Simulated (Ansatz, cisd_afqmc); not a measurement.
Species: N$_{2}$H$_{5}$, charge 1, singlet. N2H5+ (SMILES N[NH3+]).
B3LYP-D3(BJ)/def2-TZVP minimum from Ansatz (an electronic-structure program):
```xyz
7

N     -0.0563     0.6586    -0.0048
N      0.0255    -0.7802    -0.0850
H      0.3011     1.0868     0.8607
H     -1.0373     0.9325    -0.1236
H     -0.5052    -1.1737     0.6877
H      1.0016    -1.0500     0.0045
H      0.4552     1.0550    -0.8004
```
Charge +1, spin multiplicity 1.

Total energies in cc-pVDZ, 14 correlated electrons, 2 frozen orbitals. UHF or UKS for unpaired electrons; spin-orbit terms are left out. Cores are frozen in correlated methods. No relativity. The Monte Carlo rows (phaseless AFQMC, CISD trial, step 0.005/hartree) carry one-sigma bars that omit the constraint's bias. Outlying blocks are dropped, and bars are widened where a walk drifts. Over all cases where full CI ran beside it in this data, AFQMC minus full CI had a median of +0.1 mEh and passed +0.4 mEh in a tenth of the cases.

```
method         program         energy (Eh)  minus CCSDT(Q) (mEh)
----------  ----------  ------------------  --------------------
HF              Ansatz          -111.53917                385.97
MP2             Ansatz          -111.88795                 37.19
CCSD            Ansatz          -111.91531                  9.83
CCSD(T)         Ansatz          -111.92399                  1.15
CCSDT(Q)        Ansatz          -111.92514                  0.00
AFQMC/CISD  cisd_afqmc  -111.9249 ± 0.0004             0.2 ± 0.4
```
